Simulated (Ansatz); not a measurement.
# C3H5O2: the cost of one run

Computed with the Python package of Ansatz 0.2.0. Level of theory: MP2/def2-SVPD.

## Step 1: The system

Bond lengths: C1–C2 1.522 Å, C2–C3 1.492 Å, C3–O4 1.259 Å, C3–O5 1.391 Å, C1–H6 1.111 Å, C1–H7 1.111 Å, C1–H8 1.110 Å, C2–H9 1.111 Å, O5–H10 1.013 Å. Angles: C1–C2–C3 111.0°, C1–C2–H9 110.1°, C3–C2–H9 109.9°, C2–C1–H6 110.4°, C2–C1–H7 110.1°, C2–C1–H8 109.3°, H6–C1–H7 109.5°, H6–C1–H8 108.9°, H7–C1–H8 108.6°, C2–C3–O4 119.8°, C2–C3–O5 120.1°, O4–C3–O5 120.2°, C3–O5–H10 120.8°.

The script holds or builds the structure itself.

## Step 2: The script

Contents of energy.py:

```python
"""Electronic structure of the C3H5O2 molecule."""

import warnings

import ansatz as az

SETTINGS = {
    "basis_set": "def2-SVPD",
    "level": "MP2",
}

warnings.simplefilter("ignore", az.DeckWarning)

geometry_ang = [
    ("C", (-1.3166, 0.3981, -0.2614)),
    ("C", (-0.4577, -0.7312, 0.2899)),
    ("C", (0.9278, -0.2578, 0.5771)),
    ("O", (1.2568, 0.0329, 1.7572)),
    ("O", (1.8432, -0.111, -0.4602)),
    ("H", (-0.8961, 0.7726, -1.2192)),
    ("H", (-1.369, 1.2311, 0.4713)),
    ("H", (-2.3445, 0.0212, -0.4439)),
    ("H", (-0.4275, -1.5759, -0.431)),
    ("H", (2.7835, 0.2199, -0.28)),
]
molecule = az.Crystal.molecule()
for symbol, xyz in geometry_ang:
    molecule = molecule.atom(symbol, xyz)

setup = (
    molecule.calculation()
    .basis(gaussian=SETTINGS["basis_set"])
    .correlation(SETTINGS["level"])
    .spin("collinear", total=1)
)
r = setup.session().plan(threads=1).execute().report

print(f"E = {r['free_energy_ev']:.6f} eV = {r['free_energy_ev'] / 27.211386246:.7f} Ha")
print("converged:", r["converged"], " doubts:", r["published_state_doubts"] or "none")

print("correlation energy", round(r["free_energy_ev"] - r["reference_energy_ev"], 5), "eV")
cluster = r["correlation"].get("coupled_cluster")
if cluster:
    print("cycles", cluster["cycles"], " T1 diagnostic", round(cluster["t1_diagnostic"], 4), " largest double", round(cluster["largest_double"], 4))

field = r["mean_field"]
print("<S^2> =", round(abs(field["state"]["spin_squared"]), 4), " all-electron relativity setting:", field["relativity"])
print("passes:", field["passes"])
if "symmetry" in field:
    print("occupied orbitals by irrep:", field["symmetry"]["occupied"])
```

## Step 3: The run

Launch:

```bash
$ python energy.py
```

What time and memory should one allow on 1 thread of Arm Neoverse V2, shared host?

About 6.9 s, with a peak of 0.43 GiB.
